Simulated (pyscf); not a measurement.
Structures and frequencies: ωB97X-D3(BJ)/def2-SVP in PySCF.

Estimate by transition-state theory (the high-pressure limit) the rate constant of H₂C=CH–CH₃ (SMILES C=CC) + HBr (SMILES Br) -> H₃C–CH(CH₃)–Br (SMILES CC(C)Br) (singlet surface; Br–H broken, C–H, Br–C formed) at 900 K, with ωB97M-D3(BJ)/def2-TZVP energies (ideal gas, 1 atm, RRHO with modes under 100 cm⁻¹ raised to 100, one conformer, R ln 2 for chiral ones without a mode under 150 cm⁻¹; no tunnelling).

The electronic barrier is 28.9 kcal/mol and the thermal terms add +29.4, so ΔG‡ = 58.3 kcal/mol. With k_BT/h = 1.88e+13 s⁻¹ and RT = 1.788 kcal/mol, and a volume of 1.23e-19 cm³ per molecule at 1 atm, k = 1.6e-20 cm³ molecule⁻¹ s⁻¹. The product is born with the 52 kcal/mol of the reverse barrier and needs collisions to keep. Wigner's tunnelling factor for 1297i cm⁻¹ would be 1.18. A shift of 1 kcal/mol in the barrier changes k by a factor 1.7. On the reactant side the descent ends in a complex, 4.1 kcal/mol under the separated species and 32.2 kcal/mol under the saddle at ωB97X-D3(BJ)/def2-TZVP. One saddle was located; it need not be the lowest between these sides. Elements up to Kr have no core potential and no relativistic terms here.
